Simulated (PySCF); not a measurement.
# H3O+ (oxonium) at 6 levels

Aim: a comparison of 6 runs (B2PLYP/6-31G, B3LYP/6-31G, M06-2X/6-31G, SVWN5/6-31G, UPBE0/6-31G, wB97X-V/6-31G) of H3O+ (oxonium). 

The results are computed with PySCF 2.14.0.

## (1) The molecule

The species is H3O+ (4 atoms), meant as a singlet with charge +1. SMILES: `[OH3+]`. The O1–H3 distance was set to 1.174 Å, away from the relaxed value.

Bond lengths: O1–H2 0.978 Å, O1–H4 0.978 Å. Angles: H2–O1–H4 113.0°.

## (2) A single-point energy at B2PLYP/6-31G (run 1)

File input.py:

```python
from pyscf import gto, dft, mp

mol = gto.M(
    atom='O 0.300114 0.005603 0.090130; H 0.337204 0.980743 0.158030; H -0.408890 -0.368290 -0.767380; H 0.126004 -0.431147 0.947910',
    basis='6-31g',
    charge=1,
    spin=0,
    verbose=3,
    max_memory=1860,
)

mf = dft.RKS(mol, xc='0.53*HF + 0.47*B88, 0.73*LYP')
mf.conv_tol = 1e-10
mf.grids.level = 5
mf.kernel()
if not mf.converged:
    mf = mf.newton().run(mf.mo_coeff, mf.mo_occ)

pt = mp.MP2(mf, frozen=1).run()
energy = mf.e_tot + 0.27 * pt.e_corr
print('PT2 part  %.8f' % (0.27 * pt.e_corr))
print('E = %.10f Eh' % energy)
```

The run is started by

```bash
$ OMP_NUM_THREADS=1 python input.py
```

Output:

```text
converged SCF energy = -76.514524246501
E(RMP2) = -76.681481438814  E_corr = -0.166957192312985
E(SCS-RMP2) = -76.6822771743113  E_corr = -0.167752927810333
PT2 part  -0.04507844
E = -76.5596026884 Eh
```

Run time: 2 s. Hardware: 1 thread of Intel Xeon Platinum 8375C at 2.90GHz (Ice Lake), shared host; peak memory 0.17 GiB.

## (3) A single-point energy at B3LYP/6-31G (run 2)

File calc.py:

```python
from pyscf import gto, dft

molecule = gto.M(
    atom=[
    ('O', (0.300114, 0.005603, 0.090130)),
    ('H', (0.337204, 0.980743, 0.158030)),
    ('H', (-0.408890, -0.368290, -0.767380)),
    ('H', (0.126004, -0.431147, 0.947910)),
],
    basis='6-31g',
    verbose=4,
    max_memory=1860,
    charge=1,
)

mf = dft.RKS(molecule)
mf.xc = 'b3lyp'
mf.conv_tol = 1e-10
mf.grids.level = 5
mf.kernel()
if not mf.converged:
    mf = mf.newton().run(mf.mo_coeff, mf.mo_occ)

energy = mf.e_tot
print('E(%s) = %.9f' % ('B3LYP', energy))
```

The run is started by

```bash
$ OMP_NUM_THREADS=1 python calc.py
```

Output:

```text
PySCF version 2.14.0

[... 66 lines left out ...]
converged SCF energy = -76.6537055059886
E(B3LYP) = -76.653705506
```

Run time: 1.6 s. Hardware: 1 thread of Intel Xeon Platinum 8375C at 2.90GHz (Ice Lake), shared host; peak memory 0.17 GiB.

Runs 3 to 5 aren't shown in full; the table further down has their settings and results.

## (4) The energy at wB97X-V/6-31G (run 6)

File calc.py:

```python
from pyscf import gto, dft

mol = gto.M(
    atom='O 0.300114 0.005603 0.090130; H 0.337204 0.980743 0.158030; H -0.408890 -0.368290 -0.767380; H 0.126004 -0.431147 0.947910',
    basis='6-31g',
    max_memory=1860,
    charge=1,
    verbose=3,
)

myscf = dft.RKS(mol)
myscf.xc = 'wb97x-v'
myscf.conv_tol = 1e-10
myscf.grids.level = 5
myscf.nlcgrids.level = 1
myscf.kernel()
if not myscf.converged:
    myscf = myscf.newton().run(myscf.mo_coeff, myscf.mo_occ)

etot = myscf.e_tot
print('E = %.10f Eh' % etot)
```

The run is started by

```bash
$ OMP_NUM_THREADS=1 python calc.py
```

Output:

```text
converged SCF energy = -76.6224498594345
E = -76.6224498594 Eh
```

Wall time 8.1 s (1 thread of Intel Xeon Platinum 8375C at 2.90GHz (Ice Lake), shared host); peak memory 0.16 GiB.

## (5) The series

| run | level | frozen core orbitals | follow instability | energy (Eh) | HOMO energy (eV) | LUMO energy (eV) | HOMO–LUMO gap (eV) | wall time |
| --- | --- | --- | --- | --- | --- | --- | --- | --- |
| 1 | B2PLYP/6-31G | 1 | – | -76.559603 | -21.83 | -6.77 | 15.07 | 2 s |
| 2 | B3LYP/6-31G | – | – | -76.653706 | -19.43 | -8.55 | 10.88 | 1.6 s |
| 3 | M06-2X/6-31G | – | – | -76.616229 | -21.73 | -7.04 | 14.69 | 2 s |
| 4 | SVWN5/6-31G | – | – | -76.088905 | -17.64 | -9.15 | 8.49 | 1.3 s |
| 5 | UPBE0/6-31G | – | yes | -76.569260 | -19.79 | -8.06 | 11.73 | 5.1 s |
| 6 | wB97X-V/6-31G | – | – | -76.622450 | -22.42 | -5.70 | 16.72 | 8.1 s |

## (6) Outcome

| quantity | value |
| --- | --- |
| run 6: total energy | -76.62245 Eh |
| run 6: HOMO energy | -22.42 eV |
| run 6: LUMO energy | -5.70 eV |
| run 6: HOMO–LUMO gap | 16.72 eV |

What this shows: The HOMO–LUMO gap runs from 8.49 eV (SVWN5/6-31G) to 16.72 eV (wB97X-V/6-31G). Totals of different functionals can't be ranked against each other. All runs together took 20 s, the longest 8.1 s.
